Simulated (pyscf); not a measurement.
Elementary routes open to F–BH–F (SMILES FBF) + H₂O (SMILES O) in the gas phase (singlet surface):
A. HO–B(F)–F (SMILES OB(F)F) + H₂ (SMILES [H][H]) (B–H, H–O broken; B–O, H–H formed)
B. HF (SMILES F) + HO–BH–F (SMILES OBF) (B–F, H–O broken; F–H, B–O formed)

Optimised with ωB97X-D3(BJ)/def2-SVP in PySCF.

Q: Rank the routes by free-energy barrier at 900 K, lowest first, for ωB97M-D3(BJ)/def2-TZVP energies (ideal gas, 1 atm, RRHO with modes under 100 cm⁻¹ raised to 100, one conformer, R ln 2 for chiral ones without a mode under 150 cm⁻¹).

A: B (2.03 eV), A (2.20 eV)

Route B is the fastest of these, ahead of the next by 0.17 eV. The most stable products are those of A (ΔG = -1.05 eV), whose barrier is 0.17 eV higher: the kinetic and the thermodynamic product differ. At 298 K B is still the fastest. A: On the reactant side the descent ends in an adduct with a B–O contact (not fully relaxed), 0.35 eV under the separated species and 1.25 eV under the saddle at ωB97X-D3(BJ)/def2-TZVP. B: On the reactant side the descent ends in an adduct with a B–O contact, 0.35 eV under the separated species and 1.04 eV under the saddle at ωB97X-D3(BJ)/def2-TZVP. On the product side the descent ends in a complex, 0.20 eV under the separated species and 0.78 eV under the saddle at ωB97X-D3(BJ)/def2-TZVP. Only these routes are compared; each barrier is that of the saddle found, and lower ones may exist.
